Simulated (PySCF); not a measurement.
What each rung costs, and what it gives

Saddle point of SiNH$_{5}$S, singlet (SiNH₅S ([NH2][SiH2][SH]) → SiNH₃ ([NH][SiH2]) + H₂S; bonds formed: S2–H4; bonds broken: Si1–S2, N3–H4), PBE0-D4/def2-TZVP structure:

```
8
angstrom
Si -0.3486 0.2484 0.7615
S 1.3250 0.5281 -1.0855
N -1.2016 -0.7849 -0.1489
H 0.2338 -0.3796 -1.2324
H 0.6308 -0.2929 1.7340
H -0.6816 1.6591 1.1161
H 2.1506 -0.4228 -0.6164
H -2.1085 -0.5554 -0.5284
```

Barriers are electronic and count from the start structure reached by relaxing down the imaginary mode.

PySCF 2.14 with density fitting (its default auxiliary sets; JK sets also for MP2 and CCSD(T)); basis: as named in each row; cores frozen in the correlated methods. B3LYP uses VWN-RPA correlation. Extrapolation: Hartree–Fock as exp(−7.88 √X), correlation as X^−2.97.

Times are rough, for one single point on 4 threads of a shared host (Arm Neoverse V2).

The estimate by CCSD(T) at an estimated basis limit (MP2 extrapolated from triple and quadruple zeta, plus CCSD(T) − MP2 in triple zeta) is 3.005 eV.

```csv
method,basis,time (s),barrier (eV),method less estimate
HF,STO-3G,under 1,5.340,2.334
B3LYP-D4,6-31G,2,3.389,0.383
PBE0-D4,def2-SVP,3,2.971,-0.034
PBE-D4,def2-SVP,3,2.665,-0.340
MP2,def2-QZVPP,3,2.972,-0.034
CCSD(T),def2-SVP,6,3.042,0.036
SPW92,def2-TZVPP,6,2.626,-0.379
PBE0-D4,def2-TZVPP,8,2.944,-0.062
BHLYP-D4,def2-TZVPP,8,3.206,0.200
B3LYP-D4,def2-TZVPP,8,2.899,-0.106
PBE-D4,def2-TZVPP,9,2.661,-0.345
r2SCAN-D4,def2-TZVPP,21,2.868,-0.137
wB97M-V,def2-TZVPP,120,3.004,-0.001
CCSD(T),def2-TZVPP,210,2.999,-0.006
```

All methods are single points on the PBE0-D4 structures.

T1 diagnostic: at most 0.018.

Labels in which every atom is bracketed show which atoms are joined, not bond orders.
